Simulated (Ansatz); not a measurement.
C4H8O (`C/C=C/CO`). The species carries charge 0 and has multiplicity 1. Geometry: relaxed with PBE0-D4/def2-TZVP. It is one conformer, not always the lowest.

```xyz
13

C    -0.240   -0.534   -2.051
C     0.346   -0.259   -0.710
C    -0.248    0.420    0.265
C     0.365    0.671    1.600
O    -0.410    0.136    2.658
H    -0.286   -1.609   -2.247
H    -1.248   -0.125   -2.138
H     0.376   -0.099   -2.845
H     1.350   -0.644   -0.531
H    -1.254    0.810    0.119
H     1.391    0.278    1.618
H     0.423    1.745    1.801
H    -0.565   -0.792    2.461
```

Problem. What is the dipole moment at r2SCAN/def2-TZVPP? (An estimate is asked.)

Solution. Ansatz gave: 2.00 D, with components (0.43, -0.95, -1.71) D in this frame, pointing from negative to positive charge.

Problem. And with PBE, B3LYP, ωB97M-V? (Estimate.)

Solution. Ansatz gave: PBE 1.94 D, B3LYP 2.03 D, ωB97M-V 2.04 D.

Problem. Give the Mulliken charges with r2SCAN, ωB97M-V, PBE in def2-TZVPP. (Best estimate.)

Solution. Computed: 
```json
{"atom": "C1", "r2SCAN": "-0.08", "ωB97M-V": "-0.26", "PBE": "-0.20"}
{"atom": "C2", "r2SCAN": "-0.08", "ωB97M-V": "-0.09", "PBE": "-0.09"}
{"atom": "C3", "r2SCAN": "-0.19", "ωB97M-V": "-0.19", "PBE": "-0.18"}
{"atom": "C4", "r2SCAN": "0.21", "ωB97M-V": "0.04", "PBE": "0.08"}
{"atom": "O5", "r2SCAN": "-0.36", "ωB97M-V": "-0.32", "PBE": "-0.31"}
{"atom": "H6", "r2SCAN": "0.05", "ωB97M-V": "0.10", "PBE": "0.09"}
{"atom": "H7", "r2SCAN": "0.04", "ωB97M-V": "0.09", "PBE": "0.08"}
{"atom": "H8", "r2SCAN": "0.05", "ωB97M-V": "0.11", "PBE": "0.09"}
{"atom": "H9", "r2SCAN": "0.06", "ωB97M-V": "0.09", "PBE": "0.07"}
{"atom": "H10", "r2SCAN": "0.07", "ωB97M-V": "0.10", "PBE": "0.07"}
{"atom": "H11", "r2SCAN": "0.02", "ωB97M-V": "0.07", "PBE": "0.05"}
{"atom": "H12", "r2SCAN": "0.02", "ωB97M-V": "0.09", "PBE": "0.07"}
{"atom": "H13", "r2SCAN": "0.19", "ωB97M-V": "0.17", "PBE": "0.18"}
```

B3LYP here is the variant with VWN-RPA as its local correlation; programs differ in this.
